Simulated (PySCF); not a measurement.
H₂SS, singlet: data card

These are results of PBE0 in PySCF with S def2-TZVP, H def2-TZVP; no relativity; density-fitted integrals, not measurements.

The structure is a minimum.

```json
{"Point group": "Cs", "Bond lengths": "S–H 1.367 Å (×2), S–S 1.961 Å", "Bond angles": "H–S–H 89.3°, H–S–S 108.6° (×2)", "Principal quadrupole moments (Buckingham, traceless) about the centre of mass": "-3.72, 0.22, 3.51 D Å", "Principal polarisabilities": "26.9, 29.1, 55.3 bohr³", "Enthalpy at 298.15 K above 0 K": "10.73 kJ/mol", "Rotational constants": "5.195, 0.2521, 0.2503 cm⁻¹", "Zero-point energy": "50.7 kJ/mol", "Lowest empty level": "-0.56 eV", "Dipole moment": "3.87 D", "Atomisation energy without zero-point energy": "893 kJ/mol", "Entropy at 298.15 K and 1 bar": "253.0 J/(mol K)", "Heat capacity Cp at 298.15 K": "43.2 J/(mol K)", "Highest occupied level": "-6.32 eV", "Rotational symmetry number": "1"}
```

Harmonic modes (masses in u: S 31.972, H 1.008):
```
symmetry  ω (cm⁻¹)  IR (km/mol)  μ (u)
      a'       591         43.4  28.77
     a''       838          4.1   1.05
      a'       872         19.6   1.11
      a'      1225         41.8   1.03
     a''      2468         11.5   1.04
      a'      2478         97.1   1.03
```

Charges (e):
| atom | Mulliken | Löwdin | polar tensor | Mayer order to S1 |
| --- | --- | --- | --- | --- |
| S1 | 0.06 | 0.27 | 0.57 | – |
| S2 | -0.40 | -0.35 | -0.45 | 1.51 |
| H3,4 | 0.17 | 0.04 | -0.06 | 0.87 |

Mulliken populations on S1: s 5.76, p 9.83, d 0.33, f 0.02.

Only a few start shapes were tried, so a lower isomer may exist.

The final relaxation and frequency run took roughly 40 core-seconds on a shared host.
